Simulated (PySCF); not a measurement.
Cartesian coordinates in Å; atom numbers follow the order of the lines, from 1:
```xyz
6

B    -0.0083   -0.0007   -0.5209
C     0.0156    0.0019    1.0666
N     0.0352    0.0031    2.2331
H     1.1573    0.0042   -0.9432
H    -0.6048    1.0103   -0.9196
H    -0.5950   -1.0189   -0.9159
```

Total charge -1.

Geometry: PBE0-D3(BJ)/def2-SVP; GIAO absolute shieldings from PySCF 2.14.0 with density-fitted response routines, gas phase, non-relativistic, averaged over equivalent atoms.

At KT2/pcSseg-1 (66 basis functions, 2.6 s wall time on 1 thread of an x86-64 server CPU, shared host):
```tsv
atoms	σ (ppm)
B1	151.9
C2	50.2
N3	-22.2
H4/H5/H6	30.64
```

Question: What do these become at PBE0/pcSseg-1?

Answer: 
| atoms | σ at PBE0/pcSseg-1 | change |
| --- | --- | --- |
| B1 | 151.7 | -0.2 |
| C2 | 36.0 | -14.2 |
| N3 | -41.1 | -18.9 |
| H4/H5/H6 | 30.76 | +0.12 |

The largest change is at N3 (nitrile nitrogen). Cost: 66 basis functions, 3.4 s wall time on 1 thread of an x86-64 server CPU, shared host.

A carbon bonded to boron is broadened by the quadrupolar boron nucleus and is often missing from a measured spectrum.
